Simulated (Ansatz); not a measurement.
What does this script print? It uses the Python package of Ansatz (0.2.0).

Input file `c5h8o.xyz`:
```text
14

C     2.90090   -0.01980   -0.20000
C     1.47810    0.24180    0.01890
C     0.30840    0.44990    0.19570
C    -1.12370    0.70870    0.41240
C    -1.95750   -0.56880    0.31550
O    -2.00990   -1.08080   -1.01420
H     3.26120    0.50760   -1.08830
H     3.49400    0.31360    0.65690
H     3.08220   -1.08930   -0.34310
H    -1.47170    1.43710   -0.32880
H    -1.26190    1.15280    1.40450
H    -1.56070   -1.35580    0.96530
H    -2.98690   -0.36220    0.62600
H    -2.15220   -0.33480   -1.62070
```

The script, `c5h8o_opt.py`:
```python
# -*- coding: utf-8 -*-
"""Relax the C5H8O molecule."""

import itertools

import ansatz as az
from ase.data import atomic_numbers, covalent_radii
import numpy as np

c5h8o = az.Crystal.molecule_from_extxyz("c5h8o.xyz")

setup = (
    c5h8o.calculation()
    .basis(gaussian="cc-pVDZ")
    .functional("r2scan")
)
symbols = [site.symbol for site in c5h8o.cartesian_sites]
start = np.array([site.position_ang for site in c5h8o.cartesian_sites], dtype=float)
def progress(event):
    if event["event"] == "relax_step":
        row = event["data"]
        print(f"step {row['step']:3d}  E = {row['lagrangian_ev']:.6f} eV  largest force component {row['allowed_force_max_ev_ang']:.4f} eV/A")


r = setup.relax(force_tolerance=0.02, max_steps=100).session().plan().execute(on_event=progress).report
end = np.array(r["positions_ang"])

for key in ("converged", "free_energy_ev", "reference_energy_ev", "n_frozen", "n_occupied", "n_virtual"):
    print(f"{key:22s} {r[key]}")

# pairs closer than 1.2 times the sum of covalent radii, before or after
radius = [covalent_radii[atomic_numbers[s]] for s in symbols]
span = lambda where, i, j: np.linalg.norm(where[i] - where[j])
bonded = [(i, j) for i, j in itertools.combinations(range(len(symbols)), 2) if min(span(start, i, j), span(end, i, j)) < 1.2 * (radius[i] + radius[j])]
print("pair        before    after (A)")
for i, j in bonded:
    print(f"{symbols[i]}{i}-{symbols[j]}{j}".ljust(10), f"{span(start, i, j):8.4f} {span(end, i, j):8.4f}")
for first, second in list(itertools.combinations(bonded, 2)):
    shared = set(first) & set(second)
    if shared and symbols[(j := shared.pop())] != "H":
        i, k = sorted((set(first) | set(second)) - {j})
        u, v = end[i] - end[j], end[k] - end[j]
        angle = np.degrees(np.arccos(np.clip(u @ v / np.linalg.norm(u) / np.linalg.norm(v), -1, 1)))
        print(f"final angle {symbols[i]}{i}-{symbols[j]}{j}-{symbols[k]}{k}: {angle:.2f} deg")
```

Running `python c5h8o_opt.py` prints:
```text
step   1  E = -7356.549414 eV  largest force component 2.0334 eV/A
step   2  E = -7356.617999 eV  largest force component 0.3937 eV/A
step   3  E = -7356.627921 eV  largest force component 0.1795 eV/A
step   4  E = -7356.631052 eV  largest force component 0.0771 eV/A
step   5  E = -7356.631628 eV  largest force component 0.0365 eV/A
step   6  E = -7356.631774 eV  largest force component 0.0242 eV/A
step   7  E = -7356.631816 eV  largest force component 0.0064 eV/A
converged              True
free_energy_ev         -7356.631826926694
reference_energy_ev    -7356.631826926694
n_frozen               0
n_occupied             [23, 23]
n_virtual              [101, 101]
pair        before    after (A)
C0-C1        1.4631   1.4549
C0-H6        1.0941   1.1022
C0-H7        1.0942   1.1021
C0-H8        1.0942   1.1021
C1-C2        1.2012   1.2181
C2-C3        1.4713   1.4581
C3-C4        1.5286   1.5363
C3-H9        1.0959   1.1081
C3-H10       1.0957   1.1061
C4-O5        1.4258   1.4125
C4-H11       1.0950   1.1015
C4-H12       1.0949   1.1109
O5-H13       0.9719   0.9691
final angle C1-C0-H6: 111.34 deg
final angle C1-C0-H7: 111.40 deg
final angle C1-C0-H8: 111.13 deg
final angle C0-C1-C2: 179.74 deg
final angle H6-C0-H7: 107.61 deg
final angle H6-C0-H8: 107.56 deg
final angle H7-C0-H8: 107.61 deg
final angle C1-C2-C3: 178.92 deg
final angle C2-C3-C4: 113.64 deg
final angle C2-C3-H9: 109.73 deg
final angle C2-C3-H10: 110.21 deg
final angle C4-C3-H9: 108.80 deg
final angle C4-C3-H10: 108.57 deg
final angle C3-C4-O5: 113.36 deg
final angle C3-C4-H11: 109.58 deg
final angle C3-C4-H12: 108.24 deg
final angle H9-C3-H10: 105.57 deg
final angle O5-C4-H11: 105.76 deg
final angle O5-C4-H12: 112.09 deg
final angle C4-O5-H13: 107.06 deg
final angle H11-C4-H12: 107.64 deg
```

Caveats:
- Total energies depend on the basis set; only differences at equal settings carry meaning.
- The end point is the stationary point reached from this start; no frequency run checks that it is a minimum, and the basis set is modest.
- Hardware and time: 78 s on 1 thread of Arm Neoverse V1, with other jobs on the host, peak memory 0.26 GiB.
